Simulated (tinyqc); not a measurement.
UHF in the sto-3g basis, for LiH+, spin multiplicity 2, step by step. One step of it, computed by the program tinyqc.

Question. Iteration 2: diagonalisation and new density. Diagonalise F' = X^T F X, C = X C', fill 2 alpha and 1 beta electrons from the bottom; D(s) = C_occ C_occ^T. Each column has its largest component positive (the first on a tie).

extrapolated F(alpha) (hartree):
```
            1Li 1s     1Li 2s    1Li 2px    1Li 2py    1Li 2pz      2H 1s
1Li 1s   -3.126626  -0.757111   0.000000   0.000000  -0.002459  -0.028422
1Li 2s   -0.757111  -0.491230   0.000000   0.000000  -0.033250  -0.121212
1Li 2px   0.000000   0.000000  -0.326545  -0.131149   0.000000   0.000000
1Li 2py   0.000000   0.000000  -0.131149  -0.331125   0.000000   0.000000
1Li 2pz  -0.002459  -0.033250   0.000000   0.000000  -0.264662  -0.135999
2H 1s    -0.028422  -0.121212   0.000000   0.000000  -0.135999  -0.350832
```

extrapolated F(beta) (hartree):
```
            1Li 1s     1Li 2s    1Li 2px    1Li 2py    1Li 2pz      2H 1s
1Li 1s   -3.118008  -0.742782   0.000000   0.000000  -0.002447  -0.027750
1Li 2s   -0.742782  -0.426794   0.000000   0.000000  -0.033247  -0.117375
1Li 2px   0.000000   0.000000  -0.164187   0.016867   0.000000   0.000000
1Li 2py   0.000000   0.000000   0.016867  -0.163598   0.000000   0.000000
1Li 2pz  -0.002447  -0.033247   0.000000   0.000000  -0.247758  -0.134099
2H 1s    -0.027750  -0.117375   0.000000   0.000000  -0.134099  -0.350015
```

X:
```
            1Li 1s     1Li 2s   1Li 2px   1Li 2py    1Li 2pz      2H 1s
1Li 1s    1.023300  -0.128191  0.000000  0.000000  -0.004355   0.016373
1Li 2s   -0.128191   1.041615  0.000000  0.000000   0.027178  -0.115857
1Li 2px   0.000000   0.000000  1.000000  0.000000   0.000000   0.000000
1Li 2py   0.000000   0.000000  0.000000  1.000000   0.000000   0.000000
1Li 2pz  -0.004355   0.027178  0.000000  0.000000   1.039214  -0.168019
2H 1s     0.016373  -0.115857  0.000000  0.000000  -0.168019   1.057270
```

Give: F' = X^T F X; orbital energies; coefficients C; F' = X^T F X; orbital energies; coefficients C; D(alpha) after iteration 2; D(beta) after iteration 2.

Answer.

F' = X^T F X (alpha) (hartree):
```
        1       2       3       4       5       6
1  -3.084  -0.343   0.000   0.000  -0.002   0.012
2  -0.343  -0.360   0.000   0.000  -0.022  -0.046
3   0.000   0.000  -0.327  -0.131   0.000   0.000
4   0.000   0.000  -0.131  -0.331   0.000   0.000
5  -0.002  -0.022   0.000   0.000  -0.249  -0.045
6   0.012  -0.046   0.000   0.000  -0.045  -0.328
```

orbital energies (alpha) (hartree): MO1 -3.127, MO2 -0.460, MO3 -0.387, MO4 -0.279, MO5 -0.229, MO6 -0.198

coefficients C (alpha):
```
            MO1    MO2     MO3     MO4     MO5     MO6
1Li 1s    1.000  0.000  -0.139  -0.212  -0.014   0.000
1Li 2s    0.001  0.000   0.547   0.900   0.076   0.000
1Li 2px   0.000  0.701   0.000   0.000   0.000   0.713
1Li 2py   0.000  0.713   0.000   0.000   0.000  -0.701
1Li 2pz   0.001  0.000   0.238  -0.145   1.016   0.000
2H 1s    -0.001  0.000   0.650  -0.623  -0.591   0.000
```

F' = X^T F X (beta) (hartree):
```
        1       2       3       4       5       6
1  -3.078  -0.338   0.000   0.000  -0.002   0.012
2  -0.338  -0.294   0.000   0.000  -0.020  -0.049
3   0.000   0.000  -0.164   0.017   0.000   0.000
4   0.000   0.000   0.017  -0.164   0.000   0.000
5  -0.002  -0.020   0.000   0.000  -0.232  -0.046
6   0.012  -0.049   0.000   0.000  -0.046  -0.328
```

orbital energies (beta) (hartree): MO1 -3.118, MO2 -0.371, MO3 -0.229, MO4 -0.213, MO5 -0.181, MO6 -0.147

coefficients C (beta):
```
            MO1     MO2     MO3     MO4     MO5    MO6
1Li 1s    1.001  -0.091  -0.232  -0.016   0.000  0.000
1Li 2s   -0.003   0.351   0.993   0.085   0.000  0.000
1Li 2px   0.000   0.000   0.000   0.000   0.713  0.701
1Li 2py   0.000   0.000   0.000   0.000  -0.701  0.713
1Li 2pz   0.001   0.221  -0.089   1.026   0.000  0.000
2H 1s     0.000   0.785  -0.482  -0.558   0.000  0.000
```

D(alpha) after iteration 2:
```
         1Li 1s  1Li 2s  1Li 2px  1Li 2py  1Li 2pz   2H 1s
1Li 1s    0.999   0.001    0.000    0.000    0.001  -0.001
1Li 2s    0.001   0.000    0.000    0.000    0.000   0.000
1Li 2px   0.000   0.000    0.491    0.500    0.000   0.000
1Li 2py   0.000   0.000    0.500    0.509    0.000   0.000
1Li 2pz   0.001   0.000    0.000    0.000    0.000   0.000
2H 1s    -0.001   0.000    0.000    0.000    0.000   0.000
```

D(beta) after iteration 2:
```
         1Li 1s  1Li 2s  1Li 2px  1Li 2py  1Li 2pz  2H 1s
1Li 1s    1.002  -0.003    0.000    0.000    0.001  0.000
1Li 2s   -0.003   0.000    0.000    0.000    0.000  0.000
1Li 2px   0.000   0.000    0.000    0.000    0.000  0.000
1Li 2py   0.000   0.000    0.000    0.000    0.000  0.000
1Li 2pz   0.001   0.000    0.000    0.000    0.000  0.000
2H 1s     0.000   0.000    0.000    0.000    0.000  0.000
```
